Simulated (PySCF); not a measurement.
# Basis-set dependence of SiB at HF

PySCF, UHF reference; quartet, unpaired electrons σ ↑, π ↑↑; De to Si + B without counterpoise correction.

| basis | relativity | functions | Re (Å) | ωe (cm⁻¹) | De (eV) | μ (D) |
| --- | --- | --- | --- | --- | --- | --- |
| STO-3G | no relativity | 14 | 1.769 | 1139 | 3.52 | -0.12 |
| 3-21G | no relativity | 22 | 1.905 | 791 | 1.86 | 0.13 |
| cc-pV(D+d)Z/cc-pVDZ | no relativity | 37 | 1.874 | 866 | 2.33 | -0.08 |
| jorge-DZP-DKH | spin-free X2C | 39 | 1.879 | 853 | 2.27 | -0.06 |
| 6-311G(d,p) | no relativity | 44 | 1.866 | 865 | 2.29 | -0.06 |
| def2-TZVPP | no relativity | 73 | 1.864 | 866 | 2.40 | -0.06 |
| def2-TZVPPD | no relativity | 85 | 1.864 | 866 | 2.41 | -0.07 |

(1) How does each smaller set differ from the one with most functions, def2-TZVPPD?

A positive dipole means Si(−)B(+). 3-21G and STO-3G are very small, so such numbers show the basis as much as the molecule. Hartree–Fock leaves out correlation, which carries a large part of most bond energies and some tenths to 1 eV of ionisation energies. The state was picked by a PBE0 search and need not be the measured ground state.

Answers

(1) STO-3G: -9.5 pm, +31.5 % in ωe, +1.11 eV in De; 3-21G: +4.1 pm, -8.7 % in ωe, -0.55 eV in De; cc-pV(D+d)Z/cc-pVDZ: +1.0 pm, +0.0 % in ωe, -0.08 eV in De; jorge-DZP-DKH: +1.5 pm, -1.5 % in ωe, -0.14 eV in De; 6-311G(d,p): +0.2 pm, -0.1 % in ωe, -0.12 eV in De; def2-TZVPP: +0.0 pm, +0.0 % in ωe, -0.01 eV in De. All at HF; the set with most functions is neither the basis-set limit nor always the best. The rows treat relativity differently, so the differences are not basis effects alone.
